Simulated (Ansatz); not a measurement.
Elements on the sites of an ideal rock salt lattice, at a guessed lattice constant:

```yaml
crystal:
  lattice:
    - [-4.50200, -4.50200, 0.00000]
    - [0.00000, 4.50200, 4.50200]
    - [-4.50200, 4.50200, -4.50200]
  atoms:
    - { symbol: C, position: [0.66667, 0.33333, 0.83333] }
    - { symbol: C, position: [0.50000, 0.50000, 0.50000] }
    - { symbol: C, position: [0.00000, 0.50000, 0.50000] }
    - { symbol: C, position: [0.83333, 0.66667, 0.16667] }
    - { symbol: C, position: [0.66667, 0.83333, 0.83333] }
    - { symbol: C, position: [0.33333, 0.16667, 0.16667] }
    - { symbol: N, position: [0.16667, 0.33333, 0.83333] }
    - { symbol: N, position: [0.33333, 0.66667, 0.16667] }
    - { symbol: N, position: [0.16667, 0.83333, 0.83333] }
    - { symbol: N, position: [0.50000, 0.00000, 0.50000] }
    - { symbol: N, position: [0.00000, 0.00000, 0.50000] }
    - { symbol: N, position: [0.83333, 0.16667, 0.16667] }
    - { symbol: Sc, position: [0.50000, 0.00000, 0.00000] }
    - { symbol: Sc, position: [0.50000, 0.50000, 0.00000] }
    - { symbol: Ti, position: [0.33333, 0.16667, 0.66667] }
    - { symbol: W, position: [0.00000, 0.00000, 0.00000] }
    - { symbol: W, position: [0.83333, 0.16667, 0.66667] }
    - { symbol: W, position: [0.66667, 0.33333, 0.33333] }
    - { symbol: W, position: [0.16667, 0.33333, 0.33333] }
    - { symbol: W, position: [0.00000, 0.50000, 0.00000] }
    - { symbol: W, position: [0.83333, 0.66667, 0.66667] }
    - { symbol: W, position: [0.33333, 0.66667, 0.66667] }
    - { symbol: W, position: [0.66667, 0.83333, 0.33333] }
    - { symbol: W, position: [0.16667, 0.83333, 0.33333] }
```

Cell and atoms were relaxed without symmetry on coarser meshes and computed once more. The calculation used DFT PBE, scalar-relativistic, plane waves, PAW in Ansatz.

Cutoff 420 eV; k points 6×6×5 on the computed 24-atom cell (Γ-centred); Gaussian smearing, width 0.10 eV; no spin polarisation.

The relaxation ran on 3×3×2 (shifted) and then 4×4×3 k points with a smearing of 0.1 eV, from sites shaken by 0.02 Å.

Problem. What does the relaxation give?

Solution. A volume of 10.61 Å³/atom and no gap on the mesh. It lies 0.29 eV/atom below the elements' standard states (static lattices, no corrections for gases). The atoms leave their sites by 0.17 Å (root mean square) and 0.31 Å at most, and the cell stretches by up to 1.6 % at fixed volume.

```xyz
24
Lattice="-4.3700 -4.3747 -0.0019 0.0341 4.3425 4.3995 -4.4145 4.4172 -4.5084" Properties=species:S:1:pos:R:3 pbc="T T T"
C    -6.4744    2.2550   -2.3679
C    -4.4902    2.1632   -0.0901
C    -2.2778    4.3969   -0.1254
C    -4.3441    0.0789    2.1819
C    -6.6748    4.3428   -0.0665
C    -2.2167    0.0633   -0.1344
N    -4.3117    4.3897   -2.1567
N    -1.9996    2.1571    2.1489
N    -4.3887    6.4771   -0.0210
N    -4.3531    0.0820   -2.1519
N    -6.4475    2.1669    2.1754
N    -4.4653   -2.1795   -0.0099
Sc   -2.2334   -2.1676   -0.0341
Sc   -6.4745    4.4349   -2.3575
Ti   -4.4295    2.1893   -2.2732
W    -4.3342   -0.1617    4.1652
W    -6.5458    0.1272   -2.3147
W    -4.4022    0.1074    0.1556
W    -2.3087    2.2358    0.0343
W    -8.5710    2.2165   -2.2001
W    -6.6630    2.1663   -0.2886
W    -4.5838    4.2275    0.0807
W    -4.1653    2.3202    2.0189
W    -2.1331    4.2630    2.0578
```

Spin-orbit coupling is left out, which matters for the bands of heavy elements.

Cost: 2 runs of about 27 core-minutes in all (earlier runs that led there not counted), on Arm Neoverse V2 (shared hosts).